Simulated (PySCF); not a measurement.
Species: B2H7P.
InChI=1S/B2H7P/c1-3-2/h1,3H2,2H3

Method: EOM-IP-CCSD/aug-cc-pVDZ in PySCF, restricted Hartree–Fock reference, frozen core, non-relativistic, gas phase, PBE0-D3(BJ)/def2-SVP geometry.

Hartree–Fock orbital energies give these Koopmans values (eV): HOMO 11.16, HOMO-1 11.73, HOMO-2 11.78, HOMO-3 14.13, HOMO-4 14.16, HOMO-5 16.13, HOMO-6 18.44, HOMO-7 19.38.

What vertical ionisation energies does EOM-IP-CCSD give?

| leading hole (HF orbital) | Koopmans (eV) | EOM-IP-CCSD (eV) | change (eV) | one-hole share |
| --- | --- | --- | --- | --- |
| HOMO | 11.16 | 10.63 | -0.53 | 0.95 |
| HOMO-2 | 11.78 | 11.01 | -0.77 | 0.95 |
| HOMO-1 | 11.73 | 11.05 | -0.68 | 0.95 |
| HOMO-3 | 14.13 | 13.29 | -0.84 | 0.94 |
| HOMO-4 | 14.16 | 13.34 | -0.82 | 0.94 |
| HOMO-5 | 16.13 | 15.19 | -0.94 | 0.93 |
| HOMO-6 | 18.44 | 16.66 | -1.78 | 0.88 |
| HOMO-7 | 19.38 | 17.84 | -1.54 | 0.89 |

Does the order of the lines follow the orbital energies?

No: the HOMO-2 hole (11.01 eV) falls below the HOMO-1 hole (11.05 eV). The corrections run from -1.78 to -0.53 eV, with a mean of -0.99 eV over the 8 lines; no line lies above its Koopmans value.

At what kinetic energies would He I light (21.22 eV) eject these electrons?

10.59 eV (HOMO), 10.21 eV (HOMO-2), 10.17 eV (HOMO-1), 7.93 eV (HOMO-3), 7.88 eV (HOMO-4), 6.03 eV (HOMO-5), 4.56 eV (HOMO-6), 3.38 eV (HOMO-7).

What total energy has the lowest final state, and which wavelength reaches it?

E(CCSD) + ionisation energy = -394.52655 + 0.39051 = -394.13604 Eh, at the geometry of the initial state. The threshold wavelength is 1239.84 eV nm/10.63 eV = 116.6 nm.

Lines less than 0.15 eV apart could change places at a higher level. One root was sought for each valence orbital with −ε under 21 eV, eight at most, so deeper holes and satellites are missing; no vibrational structure.

One conformer stands for the species.
